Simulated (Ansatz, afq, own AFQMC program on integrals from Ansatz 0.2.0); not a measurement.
Two steps: Ansatz 0.2.0 writes the Fock matrix and Cholesky factors of the valence space, and afq projects on them the lowest state that overlaps trial and start.

```yaml
crystal:
  periodic: [false, false, false]
  atoms:
    - {symbol: Br, position_ang: [-0.916942, 0.015876, 0.000000]}
    - {symbol: H, position_ang: [0.626058, 0.015876, 0.000000]}
    - {symbol: Si, position_ang: [2.372058, 0.015876, 0.000000]}
    - {symbol: H, position_ang: [2.984238, -0.858408, 1.090012]}
    - {symbol: H, position_ang: [2.984238, -0.858408, -1.090012]}
basis:
  gaussian: {orbitals: cc-pVTZ}
magnetization: {spin_polarized: false}
correlation: {method: ccsd_t, electrons: outside_noble_gas, hamiltonian_folder: ham}
```

```sh
$ ansatz run in.yaml --threads 1 --pin off --events-out ev --progress --plain --max-ram 16896MiB --backend cuda --devices 0, --max-vram 18GiB
```

afq runs on the folder ham with

```
--method phaseless --trial cisd --walkers 2100 --populations 20 --least-time 60 --time-step 0.005 --steps-per-block 50 --equilibration-blocks 28 --max-blocks 4000 --target-error 0.00022 --factor-cut 1e-05 --seed 1701 --release-times 0.24,0.51,0.99,1.62,2.4 --release-step 0.03 --release-every 3 --taylor-order 6
```

Times are imaginary, in 1/Eh. The walk had a cap of 241 s. With eight or more populations the least sampling time is a fifth of least-time, and the error comes from their spread. Filled inner d shells are frozen with the cores.

Log:

```
orbitals 100  electrons 7 7  factors 647 of 712
reference energy -2863.04901313 Eh
CCSD correlation -0.34306914 Eh in 14 cycles, weight of the determinant in the CISD state 0.8308
energy of the start -2863.392078 Eh
 block  time / (1/Eh)  mean weight  energy / Eh
     1     0.250  0.9999  -2863.384930
     2     0.500  0.9997  -2863.388127
     3     0.750  1.0004  -2863.392194
     4     1.000  1.0000  -2863.396374
     5     1.250  1.0000  -2863.398850
    10     2.500  0.9999  -2863.404202
    25     6.250  1.0005  -2863.406629
    40    10.000  0.9999  -2863.405186
    55    13.750  1.0004  -2863.405935
    70    17.500  1.0000  -2863.407350
    85    21.250  1.0000  -2863.407157
   100    25.000  1.0002  -2863.409534
   115    28.750  1.0002  -2863.408909
   127    31.750  0.9999  -2863.410221
   130    32.500  1.0000  -2863.409584
   136    34.000  1.0004  -2863.408705
error from the spread of 20 populations
released: time / (1/Eh)  energy / Eh  error  mean overlap
  0.24  -2863.407858  0.000206  0.9981
  0.51  -2863.408229  0.000197  0.9929
  0.99  -2863.408290  0.000246  0.9867
  1.62  -2863.408435  0.000217  0.9795
  2.40  -2863.408576  0.000289  0.9755
energy -2863.407611 +/- 0.000206 Eh
(rows thinned)
```

The run passed its tests (sampling time, drift between the halves within three errors, error under three times the target), which doesn't prove that it has relaxed. The second half of the sampling lies below the first by 2.3 errors of their difference, so the energy may still be moving and its error bar be too small.

Against this walk (error 5.6 meV) on the same determinant: CCSD(T) 41.4 meV higher, CCSDT(Q) 23.9 meV lower. The error is statistical and leaves out the bias of the constraint. Released to 2.40 1/Eh the energy lies 26 ± 10 meV (both errors) below the phaseless value, which shows part or all of the bias of the constraint, and CCSDT(Q) lies 2.3 meV above the released value. CCSDT(Q) is the surest value here, so the walk's 24 meV above it is most likely the bias of the constraint with this trial, which can have either sign.

Cautions: constraint bias not in the error; no relativity below Rb; no spin-orbit coupling; inner d shell frozen; higher spins were not checked; restricted determinant unstable towards unrestricted (UHF 296 meV lower, ⟨S²⟩ 0.63).

The walk took 2.4 min on 1 × NVIDIA H100 80GB HBM3 with 2 threads of AMD EPYC 7R13 Processor (Zen 3), with other jobs on the host (the card was shared). The log's last line is the phaseless energy.

CCSDT and higher add their correlation energy to the determinant of the CCSD(T) run, since their own runs factorise the integrals more tightly (a shift of under 2 meV). A walk keeps the symmetry of its determinant, which the program's search chose and which needn't be the lowest solution, so a lower state of the same spin and another symmetry isn't excluded.
